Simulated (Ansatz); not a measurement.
# UPBE/STO-3G run of NCO (nco radical)

What is the vertical doublet–quartet gap of NCO (nco radical) at UPBE/STO-3G? 

The calculation is run with Ansatz 0.2.0.

## Step 1: Starting point

The species is NCO (3 atoms), meant as a doublet with charge 0. SMILES: `[N]=C=O`. The shape is that of a PBE0-D4/def2-TZVP optimisation.

Bond lengths: N1–C2 1.222 Å, C2–O3 1.171 Å. Angles: N1–C2–O3 180.0°.

## Step 2: The energy at UPBE/STO-3G

Contents of job.yaml:

```yaml
basis:
  gaussian:
    orbitals: STO-3G
crystal:
  periodic: [false, false, false]
  atoms:
    - {symbol: N, position_ang: [0.968200, 0.423100, 0.579200]}
    - {symbol: C, position_ang: [-0.013800, -0.006000, -0.008300]}
    - {symbol: O, position_ang: [-0.954400, -0.417100, -0.571000]}
total_charge: 0
magnetization:
  spin_polarized: true
  initial_magnetization: 1
hamiltonian:
  xc: pbe
accuracy: high
```

Started as:

```console
$ ansatz run job.yaml --threads 1 --pin off --max-ram 2610MiB --events-out events.jsonl --progress --plain --runs-dir runs
```

Standard output:

```text
Warning: RAYON_NUM_THREADS=1 ignored (pool sized by the plan → 1); use --threads N
Functional definition: PBE
  name "PBE"
  parameter kappa = 0.804
  parameter beta = 0.06672455060314922
  exchange = pbe_x(kappa = kappa, mu = beta*pi^2/3)
  correlation = pbe_c(beta = beta)
251 factors; integrals over basis functions are off by at most 2.2e-8 eV
mean field evaluation 1: about -4502.6046 eV, gradient 2.2e1 eV
mean field evaluation 2: about -4450.6657 eV, gradient 9.0e1 eV
mean field evaluation 4: about -4504.9542 eV, gradient 8.8e0 eV
mean field evaluation 8: about -4505.3344 eV, gradient 3.2e-2 eV
mean field evaluation 16: about -4505.3344 eV, gradient 9.0e-7 eV
mean field evaluation 32: about -4505.3344 eV, gradient 2.2e-2 eV
mean field -4505.33444180 eV, -165.5679869107 hartree, gradient 9.3e-8 eV, S^2 0.756782; 2 other end points of the search recorded, 0 dependent functions left out
reference -4505.33444271 eV, -165.5679869442 hartree; 11, 10 occupied and 4, 5 virtual orbitals, 251 factors
Total energy: -4505.33444271 eV, -165.5679869442 hartree
```

It took 11 s on 1 thread of Intel Xeon Platinum 8375C at 2.90GHz (Ice Lake), shared host; peak memory 0.12 GiB.

## Step 3: The quartet, same level

Edit job.yaml of step 2 so:

```diff
@@ -9,8 +9,7 @@
     - {symbol: O, position_ang: [-0.954400, -0.417100, -0.571000]}
-total_charge: 0
+accuracy: high
+hamiltonian:
+  xc: pbe
 magnetization:
   spin_polarized: true
-  initial_magnetization: 1
-hamiltonian:
-  xc: pbe
-accuracy: high
+  initial_magnetization: 3
```

Started as:

```console
$ ansatz run job.yaml --threads 1 --pin off --max-ram 2610MiB --events-out events.jsonl --progress --plain --runs-dir runs
```

Standard output (excerpt; [...] marks lines left out):

```text
Warning: RAYON_NUM_THREADS=1 ignored (pool sized by the plan → 1); use --threads N
[... 6 set-up lines as earlier in the session ...]
251 factors; integrals over basis functions are off by at most 2.2e-8 eV
mean field evaluation 1: about -4497.2374 eV, gradient 1.5e1 eV
mean field evaluation 2: about -4478.2912 eV, gradient 4.8e1 eV
mean field evaluation 4: about -4498.8370 eV, gradient 2.7e0 eV
mean field evaluation 8: about -4498.8493 eV, gradient 2.4e-2 eV
mean field evaluation 16: about -4498.8493 eV, gradient 1.2e-7 eV
mean field evaluation 32: about -4498.8487 eV, gradient 1.5e-1 eV
mean field evaluation 64: about -4493.9428 eV, gradient 1.5e1 eV
mean field evaluation 96: about -4498.8555 eV, gradient 2.8e-2 eV
mean field -4498.84929073 eV, -165.3296620048 hartree, gradient 3.5e-11 eV, S^2 3.756894; 5 other end points of the search recorded, 0 dependent functions left out
reference -4498.84929167 eV, -165.3296620393 hartree; 12, 9 occupied and 3, 6 virtual orbitals, 251 factors
Total energy: -4498.84929167 eV, -165.3296620393 hartree
```

It took 25 s on 1 thread of Intel Xeon Platinum 8375C at 2.90GHz (Ice Lake), shared host; peak memory 0.12 GiB.

## Step 4: What came out

At UPBE/STO-3G:

| quantity | value |
| --- | --- |
| doublet: total energy | -165.56799 Eh |
| doublet: ⟨S²⟩ | 0.757 |
| quartet: total energy | -165.32966 Eh |
| quartet: ⟨S²⟩ | 3.757 |
| vertical energy of the quartet above the doublet | 6.485 eV |

**Reading.** At this shape the quartet lies 6.49 eV (626 kJ/mol) above the doublet. In a minimal basis such a difference can be off by several eV, whatever the method.
